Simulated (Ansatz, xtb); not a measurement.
# A geometry optimisation of AlBHS with r2SCAN-D4/def2-SVP

The starting geometry of this gas-phase doublet was built from a drawn formula by distance geometry and a force field; its bonds are those of `[Al][BH][S]`.

```csv
atom,x (Å),y (Å),z (Å)
Al,0.1300,0.5090,-0.0334
B,1.8078,1.6930,0.3081
S,3.3009,1.4165,-0.8113
H,1.8288,2.4725,1.1279
```

**Question.** Predict what it relaxes into with r2SCAN-D4/def2-SVP.

**Answer.** It rearranges to `[BH]1[Al][S]1`. Contacts that close: Al1–S3 (3.39 → 2.39 Å).

The energy falls by 1.36 eV over 9 steps:

```tsv
step	E − E(last) (eV)
1	1.365
2	0.658
3	0.276
4	0.036
5	0.007
6	0.000
7	0.000
8	0.000
9	0.000
```

Final geometry (Å):

```yaml
atoms:
  - { symbol: Al, position_ang: [0.5077, 0.3635, -0.3968] }
  - { symbol: B, position_ang: [1.8493, 1.8741, 0.4778] }
  - { symbol: S, position_ang: [2.7356, 1.1302, -0.8054] }
  - { symbol: H, position_ang: [1.9749, 2.7232, 1.3157] }
```

From the same start GFN2-xTB reaches the same bonding as this run.

No frequencies were run, so the end isn't proven a minimum. Open shells are spin-unrestricted. Run with Ansatz 0.2.0, 32 s on 2 threads of Arm Neoverse V1, on a shared host.
